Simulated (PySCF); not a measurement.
BF3.

```xyz
4

B      0.0000     0.0000     0.0000
F     -1.3156     0.0000     0.0000
F      0.6578     1.1394     0.0000
F      0.6578    -1.1394     0.0000
```
Charge 0, spin multiplicity 1.

The structure is a stationary point at B3LYP-D3(BJ)/def2-TZVP. The isomer is the one that the SMILES or the coordinates give; other isomers of the formula were not compared.

All values below come from PBE/pcSseg-2 in PySCF. Non-relativistic, no solvent.

Task: Give the absolute GIAO shielding of each atom: isotropic value and principal components (ppm). (The exact figures need the calculation; the answer reports its results.)

Result: 
```csv
atom,σ(iso),σ11,σ22,σ33,span
B1,83.1,71.4,89.0,89.0,17.6
F2,291.1,163.4,345.4,364.6,201.2
F3,291.1,163.4,345.4,364.6,201.2
F4,291.1,163.4,345.4,364.6,201.2
```
